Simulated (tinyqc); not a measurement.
Inside a calculation. Method: RHF in the sto-3g basis, for H2O, spin multiplicity 1. Computed by tinyqc, a small Python program that keeps every step (integrals from PySCF). Settings: charge = 0, multiplicity = 1, basis = sto-3g, energy threshold = 1e-08, iteration cap = 87, orthogonalisation = canonical, start = random, DIIS depth = 4, damping = 0.7, method = RHF. Command: `OMP_NUM_THREADS=1 python tinyqc.py 23447 23448 out.jsonl` (the two numbers bound the seeds that draw the settings). One thread of a shared host (Intel(R) Xeon(R) Processor @ 2.60GHz), about 0.1 s of CPU time with the checks.

Geometry (angstrom):
```
atom         x          y         z
O     0.000000   0.000000  0.000000
H     0.000000   0.755000  0.558000
H     0.000000  -0.788000  0.583000
```

Stop when the energy changes by less than 1e-08 hartree and every element of the error matrix X^T (F D S - S D F) X is below 3e-05.

Course of the cycle:
```
iteration   E (hartree)     change  largest element of the error matrix
1          -62.47078020          -                             9.84e+00
2          -65.94379378  -3.47e+00                             6.78e+00
3          -68.45158136  -2.51e+00                             4.74e+00
4          -70.30471774  -1.85e+00                             3.32e+00
5          -71.64898183  -1.34e+00                             2.32e+00
6          -72.61649709  -9.68e-01                             1.63e+00
7          -73.30691269  -6.90e-01                             1.14e+00
8          -73.79678097  -4.90e-01                             7.97e-01
9          -74.14292487  -3.46e-01                             5.58e-01
10         -74.38681264  -2.44e-01                             3.90e-01
11         -74.55830960  -1.71e-01                             2.73e-01
12         -74.67873759  -1.20e-01                             1.91e-01
13         -74.76322344  -8.45e-02                             1.34e-01
14         -74.82245472  -5.92e-02                             9.37e-02
...                 ...        ...                                  ...
45         -74.96095089  -9.38e-07                             1.48e-06
46         -74.96095155  -6.57e-07                             1.04e-06
47         -74.96095201  -4.60e-07                             7.25e-07
48         -74.96095233  -3.22e-07                             5.07e-07
49         -74.96095256  -2.25e-07                             3.55e-07
50         -74.96095272  -1.58e-07                             2.49e-07
51         -74.96095283  -1.10e-07                             1.74e-07
52         -74.96095290  -7.72e-08                             1.22e-07
53         -74.96095296  -5.41e-08                             8.53e-08
54         -74.96095299  -3.78e-08                             5.97e-08
55         -74.96095302  -2.65e-08                             4.18e-08
56         -74.96095304  -1.85e-08                             2.92e-08
57         -74.96095305  -1.30e-08                             2.05e-08
58         -74.96095306  -9.09e-09                             1.43e-08
```

Can the last value be used, and what does the course show?

Yes. Converged in 58 iterations. PySCF RHF in the same basis = -74.96095308 hartree.
